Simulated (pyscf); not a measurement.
`[OH][Si]([OH])([OH])[C]([F])([F])[F]` → `[F][C][F]` [singlet] + `[OH][Si]([OH])([OH])[F]`, a 1,1-elimination (singlet surface; C–F, C–Si broken, F–Si formed). PySCF, gas phase, ωB97X-D3(BJ)/def2-SVP geometries. Energies in eV from the reactant's lowest minimum found.

Small-basis levels: PySCF, no dispersion term, spherical d functions. 

Question: Quick B3LYP/6-31G* single points give ΔE‡ = 1.31 eV and ΔE = +0.98 eV. What does ωB97M-D3(BJ)/def2-TZVP give, and how far is the quick result from it?

Answer: ωB97M-D3(BJ)/def2-TZVP gives ΔE‡ = 1.34 eV and ΔE = +0.65 eV. B3LYP/6-31G* lies 0.03 eV under it in the barrier and 0.33 eV over it in the reaction energy, so on this step it does not hold to within 0.13 eV. ωB97M-D3(BJ)/def2-TZVP has limits of its own. On the product side the descent ends in a complex, 0.21 eV under the separated species and 0.82 eV under the saddle at ωB97X-D3(BJ)/def2-TZVP. One saddle was located; it need not be the lowest between these sides.
